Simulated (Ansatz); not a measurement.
## A-type hexagonal La₂O₃

Calculation: PBE (Ansatz, a first-principles code, plane waves, PAW).

Numerical settings: plane-wave cutoff 520 eV, 6×6×4 k mesh (along the axes of the cell as run), perturbation theory, force constants from a 6×6×2 q mesh, scalar-relativistic PAW data made under PBE.

Cell: relaxed at this level.

```
Item                                                              Value
--------------------------------------------------------  -------------
electronic dielectric constant ε∞ (mean over three axes)           4.77
static dielectric constant (mean over three axes)                  30.7
zero-point energy                                         0.045 eV/atom
```

Spin–orbit coupling is not included.

The result took around 60 core-minutes (rough).
